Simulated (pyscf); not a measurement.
Structures and frequencies: ωB97X-D3(BJ)/def2-SVP in PySCF.

Problem. Estimate by transition-state theory the rate constant of H₂Sb–S–SbH₂ (SMILES [SbH2][S][SbH2]) + H• (SMILES [H]) -> SbH₂• (SMILES [SbH2]) + HS–SbH₂ (SMILES [SH][SbH2]) (doublet surface; S–Sb broken, H–S formed) at 1200 K, with ωB97M-D3(BJ)/def2-TZVP energies (ideal gas, 1 atm, RRHO with modes under 100 cm⁻¹ raised to 100, one conformer, R ln 2 for chiral ones without a mode under 150 cm⁻¹; no tunnelling).

Solution. The electronic barrier is 2.3 kcal/mol and the thermal terms add +25.8, so ΔG‡ = 28.1 kcal/mol. With k_BT/h = 2.50e+13 s⁻¹ and RT = 2.385 kcal/mol, and a volume of 1.64e-19 cm³ per molecule at 1 atm, k = 3.1e-11 cm³ molecule⁻¹ s⁻¹. Wigner's tunnelling factor for 630i cm⁻¹ would be 1.02. A shift of 1 kcal/mol in the barrier changes k by a factor 1.5. On the product side the descent ends in a complex, 4.3 kcal/mol under the separated species and 31.6 kcal/mol under the saddle at ωB97X-D3(BJ)/def2-TZVP. This is the saddle that the search found; another between the same sides may lie lower. The angle at the attacked S is 160°. Elements past Kr carry the def2 core potentials, without spin-orbit coupling.
